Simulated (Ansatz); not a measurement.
# Cost against result

The pair of H2O (SMILES O, atoms 1–3) and CH4O (SMILES CO, atoms 4–9), both closed shells, in one local arrangement (a lower one may exist), relaxed at PBE0-D4/def2-TZVP:

```xyz
9
angstrom
O 0.3809 -0.3575 -2.2000
H -0.1208 -0.1042 -1.4099
H 0.3264 0.3988 -2.7864
C 0.2249 0.0798 1.2199
O -0.8449 0.2224 0.3011
H 0.9907 0.7973 0.9275
H 0.6621 -0.9231 1.1853
H -0.0919 0.3035 2.2437
H -1.5273 -0.4167 0.5189
```

Interaction energies are counterpoise-corrected; the time is that of the whole pair.

Computed with Ansatz 0.2.0 (basis: as named in each row); correlated methods freeze the cores. B3LYP uses VWN-RPA correlation. Extrapolation: Hartree–Fock as exp(−7.88 √X), correlation as X^−2.97.

Times are rough, for one single point on 4 threads of a shared host (INTEL XEON PLATINUM 8581C).

The estimate by CCSD(T) at an estimated basis limit (MP2 extrapolated from triple and quadruple zeta, plus CCSD(T) − MP2 in triple zeta) is -5.60 kcal/mol.

```json
{"method": "HF", "basis": "STO-3G", "time (s)": "under 1", "interaction energy (kcal/mol)": "-0.58", "method less estimate": "5.02"}
{"method": "PBE-D4", "basis": "STO-3G", "time (s)": "under 1", "interaction energy (kcal/mol)": "-4.73", "method less estimate": "0.86"}
{"method": "SPW92", "basis": "def2-SVP", "time (s)": "under 1", "interaction energy (kcal/mol)": "-8.39", "method less estimate": "-2.79"}
{"method": "B3LYP-D4", "basis": "6-31G", "time (s)": "under 1", "interaction energy (kcal/mol)": "-7.96", "method less estimate": "-2.36"}
{"method": "PBE-D4", "basis": "def2-SVP", "time (s)": "under 1", "interaction energy (kcal/mol)": "-5.69", "method less estimate": "-0.09"}
{"method": "PBE0-D4", "basis": "def2-SVP", "time (s)": "under 1", "interaction energy (kcal/mol)": "-5.83", "method less estimate": "-0.23"}
{"method": "CCSD(T)", "basis": "def2-SVP", "time (s)": "under 1", "interaction energy (kcal/mol)": "-3.94", "method less estimate": "1.65"}
{"method": "PBE-D4", "basis": "def2-TZVPPD", "time (s)": "under 1", "interaction energy (kcal/mol)": "-5.86", "method less estimate": "-0.26"}
{"method": "revPBE-D4", "basis": "def2-TZVPPD", "time (s)": "under 1", "interaction energy (kcal/mol)": "-5.00", "method less estimate": "0.60"}
{"method": "BLYP-D4", "basis": "def2-TZVPPD", "time (s)": "under 1", "interaction energy (kcal/mol)": "-5.39", "method less estimate": "0.20"}
{"method": "wB97M-V", "basis": "def2-SVP", "time (s)": "under 1", "interaction energy (kcal/mol)": "-5.38", "method less estimate": "0.22"}
{"method": "PBE0-D4", "basis": "def2-TZVPPD", "time (s)": "1", "interaction energy (kcal/mol)": "-5.81", "method less estimate": "-0.22"}
{"method": "B3LYP-D4", "basis": "def2-TZVPPD", "time (s)": "1", "interaction energy (kcal/mol)": "-5.69", "method less estimate": "-0.09"}
{"method": "HSE06-D4", "basis": "def2-TZVPPD", "time (s)": "1", "interaction energy (kcal/mol)": "-5.79", "method less estimate": "-0.19"}
{"method": "r2SCAN-D4", "basis": "def2-TZVPPD", "time (s)": "1", "interaction energy (kcal/mol)": "-5.86", "method less estimate": "-0.26"}
{"method": "B2PLYP", "basis": "def2-TZVPPD", "time (s)": "2", "interaction energy (kcal/mol)": "-5.06", "method less estimate": "0.54"}
{"method": "B97M-V", "basis": "def2-TZVPPD", "time (s)": "2", "interaction energy (kcal/mol)": "-5.41", "method less estimate": "0.19"}
{"method": "wB97X-V", "basis": "def2-TZVPPD", "time (s)": "2", "interaction energy (kcal/mol)": "-5.57", "method less estimate": "0.03"}
{"method": "wB97M-V", "basis": "def2-TZVPPD", "time (s)": "2", "interaction energy (kcal/mol)": "-5.54", "method less estimate": "0.06"}
{"method": "MP2", "basis": "def2-QZVPPD", "time (s)": "6", "interaction energy (kcal/mol)": "-5.48", "method less estimate": "0.12"}
{"method": "CCSD(T)", "basis": "def2-TZVPPD", "time (s)": "23", "interaction energy (kcal/mol)": "-5.18", "method less estimate": "0.41"}
```

No T1 diagnostic of these runs exceeds 0.011.
